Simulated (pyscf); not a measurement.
This saddle point was located with ωB97X-D3(BJ)/def2-SVP in PySCF.

```xyz
11

C     -1.2071    -1.4695    -0.0203
Sn    -0.3411     0.4474    -0.3473
H     -1.0463    -2.1158    -0.8957
H     -2.2880    -1.3389     0.1344
H     -0.7711    -1.9335     0.8746
H     -0.4784     0.8897     1.7547
H      1.3454     0.6477    -0.1457
H     -0.6882     0.9590    -1.9617
O     -1.6926     2.0188     0.3692
H     -1.1367     1.6280     1.3359
H     -1.5318     2.9406     0.1168
```

Surface: singlet, charge 0. Lowest wavenumbers (cm⁻¹): 1329i, 81, 101, 255, 389.

### Question
Which two sides does it connect, and which bonds change?

### Answer
H₃C–SnH₃ (SMILES [CH3][SnH3]) + H₂O (SMILES O) <-> H₃C–SnH₂–OH (SMILES [CH3][SnH2][OH]) + H₂ (SMILES [H][H]), a four-centre exchange read from left to right: H–Sn, H–O broken and O–Sn, H–H formed. At ωB97M-D3(BJ)/def2-TZVP it lies +34.1 kcal/mol from the left side and +34.0 kcal/mol from the right (each side as separated species at their lowest minima found). At the saddle there is also a short H–Sn contact that neither side keeps. One saddle was located; it need not be the lowest between these sides. Elements past Kr carry the def2 core potentials, without spin-orbit coupling.
